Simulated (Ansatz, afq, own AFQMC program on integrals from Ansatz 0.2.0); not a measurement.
# SiO (singlet): AFQMC on the coupled-cluster ladder as a fragment species, def2-TZVP

Aim: compute SiO (singlet) with auxiliary-field quantum Monte Carlo on the same integrals as coupled cluster, and set the energies side by side.

Program: Ansatz 0.2.0, Gaussian basis, and an in-house AFQMC program (afq) on its integrals; all values are calculated. Level of theory: def2-TZVP, frozen cores. These are calculated values, not measurements.

Plan: PBE (unrestricted); r2SCAN (unrestricted); PBE0 (unrestricted); B3LYP (unrestricted); wB97M-V (unrestricted); B2PLYP (unrestricted); CCSD(T) on RHF; CCSDT(Q) on RHF; CCSD(T) on RHF; CCSD(T) on RHF; Phaseless AFQMC, CISD trial on RHF; UHF.

## Step 1: The system

The geometry is a PBE0/def2-SVP stationary point (not a proven minimum).

2 atoms, charge 0, spin multiplicity 1.

Atoms are counted from 1 here; the program's logs count them from 0.

Bond lengths: Si1–O2 1.523 Å.

## Step 2: PBE (unrestricted)

in.yaml

```yaml
crystal:
  periodic: [false, false, false]
  atoms:
    - {symbol: Si, position_ang: [0.006722, 0.013601, 0.005387]}
    - {symbol: O, position_ang: [-0.697962, -1.230901, -0.519127]}
basis:
  gaussian: {orbitals: def2-TZVP}
magnetization: {spin_polarized: true, initial_magnetization: 0}
hamiltonian: {xc: {name: PBE}}
output: {orbitals: {seedname: orbitals}}
```

On the command line:

```sh
$ ansatz run in.yaml --threads 1 --pin off --events-out ev --progress --plain --max-ram 8192MiB --backend cpu
```

The program printed:

```text
Functional definition: PBE
  name "PBE"
  cite "Perdew, Burke & Ernzerhof, Phys. Rev. Lett. 77, 3865 (1996) doi:10.1103/PhysRevLett.77.3865"
  parent pbe
  parameter kappa = 0.804
  parameter beta = 0.06672455060314922
  exchange = pbe_x(kappa = kappa, mu = beta*pi^2/3)
  correlation = pbe_c(beta = beta)
403 factors; their error is unknown
mean field evaluation 1: about -9908.9669 eV, gradient 5.4e1 eV
mean field evaluation 2: about -9733.7418 eV, gradient 1.4e2 eV
mean field evaluation 4: about -9919.2670 eV, gradient 9.8e0 eV
mean field evaluation 8: about -9919.7635 eV, gradient 1.6e-1 eV
mean field evaluation 16: about -9919.7572 eV, gradient 3.2e-5 eV
mean field -9919.75722312 eV, -364.5443540967 hartree, gradient 3.2e-5 eV, S^2 0.000000; 0 other end points of the search recorded, 0 dependent functions left out
reference -9919.75724890 eV, -364.5443550442 hartree; 11, 11 occupied and 57, 57 virtual orbitals, 403 factors
Total energy: -9919.75724890 eV, -364.5443550442 hartree
```

Run time: 0.76 s. Hardware: 1 thread of AMD EPYC 7R13 (Zen 3), shared host; peak memory 1.6 GiB.

From the report: ⟨S²⟩ of the determinant 0.000 (pure singlet: 0.00).

## Step 3: r2SCAN (unrestricted)

Changes to in.yaml since step 2:

```diff
@@ -8,3 +8,2 @@
 magnetization: {spin_polarized: true, initial_magnetization: 0}
-hamiltonian: {xc: {name: PBE}}
-output: {orbitals: {seedname: orbitals}}
+hamiltonian: {xc: {name: r2SCAN}}
```

Same command.

The program printed:

```text
Functional definition: r2SCAN
  name "r2SCAN"
  cite "Furness, Kaplan, Ning, Perdew & Sun, J. Phys. Chem. Lett. 11, 8208 (2020) doi:10.1021/acs.jpclett.0c02405"
  cite "Furness, Kaplan, Ning, Perdew & Sun, J. Phys. Chem. Lett. 11, 9248 (2020) doi:10.1021/acs.jpclett.0c03077"
  parent r2scan
  parameter k0 = 0.174
  parameter k1 = 0.065
  parameter a1 = 4.9479
  exchange = r2scan_x(k0 = k0, k1 = k1, a1 = a1)
  correlation = r2scan_c
403 factors; their error is unknown
mean field evaluation 1: about -9914.3438 eV, gradient 5.0e1 eV
mean field evaluation 2: about -9761.6783 eV, gradient 1.4e2 eV
mean field evaluation 4: about -9923.6777 eV, gradient 7.3e0 eV
mean field evaluation 8: about -9923.9489 eV, gradient 4.6e-2 eV
mean field evaluation 16: about -9923.9424 eV, gradient 9.1e-6 eV
mean field -9923.94241291 eV, -364.6981569847 hartree, gradient 9.1e-6 eV, S^2 0.000000; 0 other end points of the search recorded, 0 dependent functions left out
reference -9923.94242234 eV, -364.6981573313 hartree; 11, 11 occupied and 57, 57 virtual orbitals, 403 factors
Total energy: -9923.94242234 eV, -364.6981573313 hartree
```

Wall time 1.6 s (1 thread of AMD EPYC 7R13 (Zen 3), shared host); peak memory 1.6 GiB.

From the report: ⟨S²⟩ of the determinant 0.000 (pure singlet: 0.00).

## Step 4: PBE0 (unrestricted)

Changes to in.yaml since step 3:

```diff
@@ -8,2 +8,3 @@
 magnetization: {spin_polarized: true, initial_magnetization: 0}
-hamiltonian: {xc: {name: r2SCAN}}
+hamiltonian: {xc: {name: PBE0}}
+output: {orbitals: {seedname: orbitals}}
```

Same command.

The program printed:

```text
Functional definition: PBE0
  name "PBE0"
  cite "Adamo & Barone, J. Chem. Phys. 110, 6158 (1999) doi:10.1063/1.478522"
  cite "Perdew, Burke & Ernzerhof, Phys. Rev. Lett. 77, 3865 (1996) doi:10.1103/PhysRevLett.77.3865"
  parent pbe
  parameter a = 0.25
  parameter kappa = 0.804
  parameter beta = 0.06672455060314922
  exchange = (1 - a)*pbe_x(kappa = kappa, mu = beta*pi^2/3) + a*exact_x
  correlation = pbe_c(beta = beta)
419 factors; their error is unknown
mean field evaluation 1: about -9911.5293 eV, gradient 4.7e1 eV
mean field evaluation 2: about -9806.8344 eV, gradient 1.3e2 eV
mean field evaluation 4: about -9920.0598 eV, gradient 2.6e0 eV
mean field evaluation 8: about -9920.0885 eV, gradient 1.2e-1 eV
mean field evaluation 16: about -9920.1277 eV, gradient 3.2e-6 eV
mean field -9920.12767371 eV, -364.5579679047 hartree, gradient 3.2e-6 eV, S^2 0.000000; 0 other end points of the search recorded, 0 dependent functions left out
reference -9920.12769319 eV, -364.5579686208 hartree; 11, 11 occupied and 57, 57 virtual orbitals, 419 factors
Total energy: -9920.12769319 eV, -364.5579686208 hartree
```

It took 0.85 s on 1 thread of AMD EPYC 7R13 (Zen 3), shared host; peak memory 1.6 GiB.

From the report: ⟨S²⟩ of the determinant 0.000 (pure singlet: 0.00).

## Step 5: B3LYP (unrestricted)

Changes to in.yaml since step 4:

```diff
@@ -8,3 +8,2 @@
 magnetization: {spin_polarized: true, initial_magnetization: 0}
-hamiltonian: {xc: {name: PBE0}}
-output: {orbitals: {seedname: orbitals}}
+hamiltonian: {xc: {name: B3LYP}}
```

The command is unchanged.

The program printed, shortened:

```text
Functional definition: B3LYP
  name "B3LYP"
  cite "Stephens, Devlin, Chabalowski & Frisch, J. Phys. Chem. 98, 11623 (1994) doi:10.1021/j100096a001"
  cite "Becke, Phys. Rev. A 38, 3098 (1988) doi:10.1103/PhysRevA.38.3098"
  cite "Lee, Yang & Parr, Phys. Rev. B 37, 785 (1988) doi:10.1103/PhysRevB.37.785"
  cite "Vosko, Wilk & Nusair, Can. J. Phys. 58, 1200 (1980) doi:10.1139/p80-159"
[...]
412 factors; their error is unknown
[...]
mean field -9926.34006113 eV, -364.7862689315 hartree, gradient 4.7e-6 eV, S^2 0.000000; 0 other end points of the search recorded, 0 dependent functions left out
reference -9926.34022654 eV, -364.7862750102 hartree; 11, 11 occupied and 57, 57 virtual orbitals, 412 factors
Total energy: -9926.34022654 eV, -364.7862750102 hartree
```

It took 0.82 s on 1 thread of AMD EPYC 7R13 (Zen 3), shared host; peak memory 1.6 GiB.

From the report: ⟨S²⟩ of the determinant 0.000 (pure singlet: 0.00).

## Step 6: wB97M-V (unrestricted)

Changes to in.yaml since step 5:

```diff
@@ -8,2 +8,3 @@
 magnetization: {spin_polarized: true, initial_magnetization: 0}
-hamiltonian: {xc: {name: B3LYP}}
+hamiltonian: {xc: {name: wB97M-V}}
+output: {orbitals: {seedname: orbitals}}
```

Same command.

The program printed, shortened:

```text
Functional definition: wB97M-V
  name "wB97M-V"
  cite "Mardirossian & Head-Gordon, J. Chem. Phys. 144, 214110 (2016) doi:10.1063/1.4952647"
  cite "Becke, J. Chem. Phys. 107, 8554 (1997) doi:10.1063/1.475007"
  cite "Vydrov & Van Voorhis, J. Chem. Phys. 133, 244103 (2010) doi:10.1063/1.3521275"
  # Of w^i u^j: cxij and so on, Table III.
[...]
  gx(w, u) = 1 - cx + cx01*u + cx10*w
  gss(w, u) = css00 + css04*u^4 + css10*w + css20*w^2 + css43*w^4*u^3
  gos(w, u) = cos00 + cos10*w + (cos20 + cos21*u)*w^2 + (cos60 + cos61*u)*w^6
[...]
      + integral(e_c_pw_mod_opposite_spin*gos(b97_w_opposite, b97_u_opposite)) + vv10(b, c)
403 factors; their error is unknown
79 factors; integrals over basis functions are off by at most 1.4e-4 eV
[...]
mean field -9924.96738313 eV, -364.7358239454 hartree, gradient 6.1e-5 eV, S^2 0.000000; 0 other end points of the search recorded, 0 dependent functions left out
reference -9924.96741349 eV, -364.7358250614 hartree; 11, 11 occupied and 57, 57 virtual orbitals, 403 factors
Total energy: -9924.96741349 eV, -364.7358250614 hartree
```

Wall time 2.2 s (1 thread of AMD EPYC 7R13 (Zen 3), shared host); peak memory 1.6 GiB.

From the report: ⟨S²⟩ of the determinant 0.000 (pure singlet: 0.00).

## Step 7: B2PLYP (unrestricted)

Changes to in.yaml since step 6:

```diff
@@ -8,3 +8,3 @@
 magnetization: {spin_polarized: true, initial_magnetization: 0}
-hamiltonian: {xc: {name: wB97M-V}}
-output: {orbitals: {seedname: orbitals}}
+hamiltonian: {xc: {name: B2PLYP}}
+correlation: {electrons: outside_noble_gas}
```

Launched as before.

The program printed, shortened:

```text
Functional definition: B2PLYP
  name "B2PLYP"
  cite "Grimme, J. Chem. Phys. 124, 034108 (2006) doi:10.1063/1.2148954"
  cite "Becke, Phys. Rev. A 38, 3098 (1988) doi:10.1103/PhysRevA.38.3098"
  cite "Lee, Yang & Parr, Phys. Rev. B 37, 785 (1988) doi:10.1103/PhysRevB.37.785"
[...]
422 factors; integrals over basis functions are off by at most 1.4e-3 eV
[...]
mean field -9918.35909460 eV, -364.4929738214 hartree, gradient 2.4e-6 eV, S^2 0.000000; 2 other end points of the search recorded, 0 dependent functions left out
6 core orbitals not correlated: weight in the atoms' cores, before any rotation towards them, 1.000 or more for the frozen orbitals, at most 0.000 for the correlated occupied ones
reference -9918.35919963 eV, -364.4929776811 hartree; 5, 5 occupied and 57, 57 virtual orbitals, 422 factors
second order -11.52221296 eV of doubles, -0.00000000 eV of singles
Total energy: -9921.47019713 eV, -364.6073047305 hartree
```

Wall time 2.2 s (1 thread of AMD EPYC 7R13 (Zen 3), shared host); peak memory 1.6 GiB.

From the report: ⟨S²⟩ of the determinant 0.000 (pure singlet: 0.00).

## Step 8: CCSD(T) on RHF

in.yaml

```yaml
crystal:
  periodic: [false, false, false]
  atoms:
    - {symbol: Si, position_ang: [0.006722, 0.013601, 0.005387]}
    - {symbol: O, position_ang: [-0.697962, -1.230901, -0.519127]}
basis:
  gaussian: {orbitals: def2-TZVP}
magnetization: {spin_polarized: false}
correlation: {method: ccsd_t, electrons: outside_noble_gas, hamiltonian_folder: ham}
```

On the command line:

```sh
$ ansatz run in.yaml --threads 1 --pin off --events-out ev --progress --plain --max-ram 24576MiB --backend cuda --devices 0, --max-vram 18GiB
```

The program printed, shortened:

```text
Functional definition: HF
  name "HF"
  cite "Fock, Z. Phys. 61, 126 (1930) doi:10.1007/BF01340294"
  parent pbe
[...]
422 factors; integrals over basis functions are off by at most 1.4e-3 eV
[...]
mean field -9900.59549381 eV, -363.8401735327 hartree, gradient 2.6e-6 eV, S^2 0.000000; 0 other end points of the search recorded, 0 dependent functions left out
6 core orbitals not correlated: weight in the atoms' cores, before any rotation towards them, 1.000 or more for the frozen orbitals, at most 0.000 for the correlated occupied ones
reference -9900.59549381 eV, -363.8401735327 hartree; 5, 5 occupied and 57, 57 virtual orbitals, 422 factors
second order -9.12160296 eV of doubles, -0.00000000 eV of singles
cycle   1  -8.68693575 eV  change    4.3e-1 eV  update   1.3e-1
[...]
cycle  11  -9.17091554 eV  change    9.5e-7 eV  update   4.0e-6
perturbative correction -0.48123446 eV, -0.0176850403 hartree
Total energy: -9910.24764381 eV, -364.1948835027 hartree
```

Run time: 23 s. Hardware: 1 × NVIDIA H100 80GB HBM3 with 1 thread of AMD EPYC 7R13 (Zen 3), shared host; peak host memory 1.6 GiB.

From the report: correlation -9.6521 eV; T1 0.027; largest double amplitude 0.07.

This run also writes the integrals to the folder ham.

## Step 9: CCSDT(Q) on RHF

Changes to in.yaml since step 8:

```diff
@@ -8,2 +8,2 @@
 magnetization: {spin_polarized: false}
-correlation: {method: ccsd_t, electrons: outside_noble_gas, hamiltonian_folder: ham}
+correlation: {method: ccsdt_q, electrons: outside_noble_gas}
```

The command is unchanged.

The program printed, shortened:

```text
Functional definition: HF
  name "HF"
  cite "Fock, Z. Phys. 61, 126 (1930) doi:10.1007/BF01340294"
  parent pbe
[...]
782 factors; integrals over basis functions are off by at most 2.0e-7 eV
[...]
mean field -9900.59553299 eV, -363.8401749727 hartree, gradient 1.6e-6 eV, S^2 0.000000; 0 other end points of the search recorded, 0 dependent functions left out
6 core orbitals not correlated: weight in the atoms' cores, before any rotation towards them, 1.000 or more for the frozen orbitals, at most 0.000 for the correlated occupied ones
reference -9900.59553299 eV, -363.8401749727 hartree; 5, 5 occupied and 57, 57 virtual orbitals, 782 factors
second order -9.12161817 eV of doubles, -0.00000000 eV of singles
cycle   1  -8.68693150 eV  change    4.3e-1 eV  update   1.5e-1
[...]
cycle  15  -9.66004573 eV  change    1.2e-7 eV  update   1.2e-6
perturbative correction -0.04744682 eV, -0.0017436386 hartree
Total energy: -9910.30302554 eV, -364.1969187440 hartree
```

Wall time 21 s (1 × NVIDIA H100 80GB HBM3 with 1 thread of AMD EPYC 7R13 (Zen 3), shared host); peak host memory 1.6 GiB.

From the report: correlation -9.7075 eV; T1 0.028; largest double amplitude 0.07.

## Step 10: CCSD(T) on RHF

Changes to in.yaml since step 9:

```diff
@@ -6,4 +6,4 @@
 basis:
-  gaussian: {orbitals: def2-TZVP}
+  gaussian: {orbitals: def2-TZVPP}
 magnetization: {spin_polarized: false}
-correlation: {method: ccsdt_q, electrons: outside_noble_gas}
+correlation: {method: ccsd_t, electrons: outside_noble_gas}
```

Same command.

The program printed, shortened:

```text
Functional definition: HF
  name "HF"
  cite "Fock, Z. Phys. 61, 126 (1930) doi:10.1007/BF01340294"
  parent pbe
[...]
451 factors; integrals over basis functions are off by at most 1.5e-3 eV
[...]
mean field -9900.59784057 eV, -363.8402597746 hartree, gradient 8.4e-6 eV, S^2 0.000000; 0 other end points of the search recorded, 0 dependent functions left out
6 core orbitals not correlated: weight in the atoms' cores, before any rotation towards them, 1.000 or more for the frozen orbitals, at most 0.000 for the correlated occupied ones
reference -9900.59784057 eV, -363.8402597746 hartree; 5, 5 occupied and 62, 62 virtual orbitals, 451 factors
second order -9.15658379 eV of doubles, -0.00000000 eV of singles
cycle   1  -8.71450584 eV  change    4.4e-1 eV  update   1.3e-1
[...]
cycle  11  -9.20029443 eV  change    1.7e-6 eV  update   4.0e-6
perturbative correction -0.48425615 eV, -0.0177960852 hartree
Total energy: -9910.28239114 eV, -364.1961604438 hartree
```

It took 16 s on 1 × NVIDIA H100 80GB HBM3 with 1 thread of AMD EPYC 7R13 (Zen 3), shared host; peak host memory 1.6 GiB.

From the report: correlation -9.6846 eV; T1 0.027; largest double amplitude 0.07.

## Step 11: CCSD(T) on RHF

Changes to in.yaml since step 10:

```diff
@@ -6,3 +6,3 @@
 basis:
-  gaussian: {orbitals: def2-TZVPP}
+  gaussian: {orbitals: "def2-QZVPP.json"}
 magnetization: {spin_polarized: false}
```

Launched as before.

The program printed, shortened:

```text
Functional definition: HF
  name "HF"
  cite "Fock, Z. Phys. 61, 126 (1930) doi:10.1007/BF01340294"
  parent pbe
[...]
774 factors; integrals over basis functions are off by at most 7.2e-4 eV
[...]
mean field -9900.93624318 eV, -363.8526958413 hartree, gradient 2.2e-6 eV, S^2 0.000000; 0 other end points of the search recorded, 0 dependent functions left out
6 core orbitals not correlated: weight in the atoms' cores, before any rotation towards them, 1.000 or more for the frozen orbitals, at most 0.000 for the correlated occupied ones
reference -9900.93624318 eV, -363.8526958413 hartree; 5, 5 occupied and 116, 116 virtual orbitals, 774 factors
second order -9.85801125 eV of doubles, -0.00000000 eV of singles
cycle   1  -9.29232838 eV  change    5.7e-1 eV  update   1.3e-1
[...]
cycle  11  -9.78231161 eV  change    9.0e-6 eV  update   4.6e-6
perturbative correction -0.53780800 eV, -0.0197640794 hartree
Total energy: -9911.25636279 eV, -364.2319532418 hartree
```

Run time: 19 s. Hardware: 1 × NVIDIA H100 80GB HBM3 with 1 thread of AMD EPYC 7R13 (Zen 3), shared host; peak host memory 1.6 GiB.

From the report: correlation -10.3201 eV; T1 0.026; largest double amplitude 0.06.

## Step 12: Phaseless AFQMC, CISD trial on RHF

It reads the integrals that the CCSD(T) run on this determinant wrote.

On the command line:

```sh
$ afq ham --method phaseless --trial cisd --walkers 4000 --populations 20 --least-time 60 --time-step 0.005 --steps-per-block 50 --equilibration-blocks 28 --max-blocks 4000 --target-error 0.00019 --factor-cut 1e-05 --seed 4995 --release-times 0.24,0.51,0.99,1.62,2.4 --release-step 0.03 --release-every 3 --taylor-order 6
```

The program printed:

```text
orbitals 62  electrons 5 5  factors 418 of 422
reference energy -363.84017353 Eh
CCSD correlation -0.33702506 Eh in 11 cycles, weight of the determinant in the CISD state 0.8683
energy of the start -364.177189 Eh
 block  time / (1/Eh)  mean weight  energy / Eh
     1     0.250  0.9999  -364.176242
     2     0.500  1.0000  -364.181833
     3     0.750  1.0005  -364.185783
     4     1.000  1.0001  -364.189819
     5     1.250  0.9999  -364.190515
     6     1.500  1.0002  -364.193255
     7     1.750  1.0000  -364.192578
     8     2.000  1.0000  -364.192095
     9     2.250  1.0003  -364.192912
    10     2.500  0.9999  -364.194515
    13     3.250  0.9996  -364.194115
    17     4.250  1.0003  -364.196431
    21     5.250  0.9998  -364.196449
    25     6.250  1.0006  -364.194942
    29     7.250  0.9997  -364.196012
    33     8.250  1.0000  -364.196051
    37     9.250  1.0000  -364.197639
    41    10.250  1.0001  -364.195268
    45    11.250  1.0003  -364.195679
    49    12.250  1.0000  -364.194082
    53    13.250  0.9997  -364.195402
    57    14.250  1.0003  -364.200346
    61    15.250  1.0005  -364.197838
    65    16.250  1.0001  -364.197768
    69    17.250  1.0001  -364.198254
    73    18.250  1.0002  -364.194540
    77    19.250  0.9998  -364.199096
    81    20.250  0.9997  -364.195628
    85    21.250  0.9998  -364.197840
    89    22.250  1.0000  -364.196203
    93    23.250  1.0000  -364.195468
    97    24.250  1.0002  -364.195761
   101    25.250  1.0001  -364.197709
   105    26.250  0.9998  -364.197563
   109    27.250  0.9995  -364.196335
   113    28.250  0.9997  -364.199053
   117    29.250  0.9999  -364.198384
   121    30.250  0.9996  -364.197332
   125    31.250  0.9999  -364.195044
   129    32.250  1.0004  -364.198257
   133    33.250  0.9997  -364.195746
   137    34.250  1.0002  -364.194423
   141    35.250  0.9999  -364.196629
   145    36.250  0.9999  -364.195882
   149    37.250  0.9995  -364.194125
   153    38.250  1.0001  -364.197333
   157    39.250  1.0000  -364.198173
   161    40.250  0.9998  -364.195973
   165    41.250  1.0002  -364.197609
error from the spread of 20 populations
released: time / (1/Eh)  energy / Eh  error  mean overlap
  0.24  -364.196371  0.000204  0.9986
  0.51  -364.196435  0.000170  0.9964
  0.99  -364.196676  0.000136  0.9912
  1.62  -364.196653  0.000185  0.9854
  2.40  -364.197109  0.000336  0.9760
energy -364.196499 +/- 0.000183 Eh
```

Wall time 56 s (1 × NVIDIA H100 80GB HBM3 with 2 threads of AMD EPYC 7R13 (Zen 3), shared host); peak host memory 1.6 GiB.

Energy -9910.2916 ± 0.0050 eV. Caveats: constraint bias not in the error.

## Step 13: UHF

in.yaml

```yaml
crystal:
  periodic: [false, false, false]
  atoms:
    - {symbol: Si, position_ang: [0.006722, 0.013601, 0.005387]}
    - {symbol: O, position_ang: [-0.697962, -1.230901, -0.519127]}
basis:
  gaussian: {orbitals: def2-TZVP}
magnetization: {spin_polarized: true, initial_magnetization: 0}
hamiltonian: {xc: hf}
output: {orbitals: {seedname: orbitals}}
```

On the command line:

```sh
$ ansatz run in.yaml --threads 1 --pin off --events-out ev --progress --plain --max-ram 24576MiB --backend cuda --devices 0, --max-vram 18GiB
```

The program printed:

```text
Functional definition: HF
  name "HF"
  cite "Fock, Z. Phys. 61, 126 (1930) doi:10.1007/BF01340294"
  parent pbe
  exchange = exact_x
  correlation = 0
490 factors; their error is unknown
mean field evaluation 1: about -9895.4938 eV, gradient 3.5e1 eV
mean field evaluation 2: about -9894.0309 eV, gradient 4.1e1 eV
mean field evaluation 4: about -9900.4200 eV, gradient 4.1e-1 eV
mean field evaluation 8: about -9900.5954 eV, gradient 1.0e-3 eV
mean field evaluation 16: about -9899.6638 eV, gradient 7.4e0 eV
mean field evaluation 32: about -9897.1274 eV, gradient 1.9e0 eV
mean field -9900.59535401 eV, -363.8401683955 hartree, gradient 1.6e-5 eV, S^2 0.000000; 0 other end points of the search recorded, 0 dependent functions left out
reference -9900.59535401 eV, -363.8401683955 hartree; 11, 11 occupied and 57, 57 virtual orbitals, 490 factors
Total energy: -9900.59535401 eV, -363.8401683955 hartree
```

Run time: 17 s. Hardware: 1 × NVIDIA H100 80GB HBM3 with 1 thread of AMD EPYC 7R13 (Zen 3), shared host; peak host memory 1.6 GiB.

From the report: ⟨S²⟩ of the determinant 0.000 (pure singlet: 0.00).

## Step 14: All levels side by side

On the RHF determinant, counted from CCSDT(Q) (a yardstick, not exact):

```
                                                level  energy (eV)  from CCSDT(Q) (kJ/mol)  statistical error (kJ/mol)  time
                                                   HF   -9900.5955                  +936.6                                  
                                                  MP2   -9909.7171                   +56.5                                  
                                                 CCSD   -9909.7664                   +51.8                                  
                                              CCSD(T)   -9910.2476                    +5.3                                  
                                             CCSDT(Q)   -9910.3030                     0.0                                  
Phaseless AFQMC, CISD trial, step 0.005, 4000 walkers   -9910.2916                    +1.1                         0.5  56 s
```

The functionals' totals stand on their own zeros and serve differences with other points: PBE -9919.757 eV; r2SCAN -9923.942 eV; PBE0 -9920.128 eV; B3LYP -9926.340 eV; wB97M-V -9924.967 eV; B2PLYP -9921.470 eV.

## Step 15: Outcome

| quantity | value |
| --- | --- |
| CCSD(T) on RHF from CCSDT(Q) | +5.3 kJ/mol |
| Phaseless AFQMC, CISD trial on RHF from CCSDT(Q) | +1.1 ± 0.5 kJ/mol |

On RHF the phaseless walk with the CISD trial lies +1.1 kJ/mol from CCSDT(Q), within three error bars. Error bars are statistical and leave out the constraint, the time step and what remains of the start.
